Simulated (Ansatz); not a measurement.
Relative stability

Two isomers of CH4ClSi (charge -1), closed shell, relaxed at PBE0-D4/def2-TZVPD (vibrations not checked).

A:

Si1  (0.402, -0.035, 0.491)
C2  (-0.628, 0.369, -0.852)
Cl3  (1.322, -2.069, 0.796)
H4  (-1.661, 0.025, -0.874)
H5  (-0.200, 0.541, -1.839)
H6  (1.692, 0.724, 0.543)
H7  (-0.260, 0.034, 1.832)
(Å)

B:

C1  (-0.664, 0.728, -0.355)
Si2  (1.088, -0.029, -0.714)
Cl3  (0.461, -2.188, -0.623)
H4  (-0.537, 1.792, -0.114)
H5  (-1.186, 0.244, 0.478)
H6  (-1.302, 0.667, -1.244)
H7  (1.561, 0.017, 0.754)
(Å)

Program: Ansatz 0.2.0. Basis: def2-TZVPPD. Cores are frozen in the correlated methods. B3LYP uses VWN-RPA correlation.

Problem. Which structure is lower at CCSD(T), and by how much? (Judge from chemistry; the value comes from the calculation.)

Solution. Computed: B, by 0.406 eV (electronic energy, against the other). By their contacts, A is CH₄ClSi ([CH2][SiH2][Cl]), total charge -1 and B is CH₄ClSi ([CH3][SiH][Cl]), total charge -1.

All methods give the same order:

```tsv
method	E(B) − E(A) (eV)
PBE-D4	-0.417
r2SCAN-D4	-0.346
PBE0-D4	-0.436
B3LYP-D4	-0.406
wB97M-V	-0.428
HF	-0.450
MP2	-0.305
CCSD	-0.432
CCSD(T)	-0.406
```

No T1 diagnostic of these runs exceeds 0.012.

Labels in which every atom is bracketed show which atoms are joined, not bond orders.
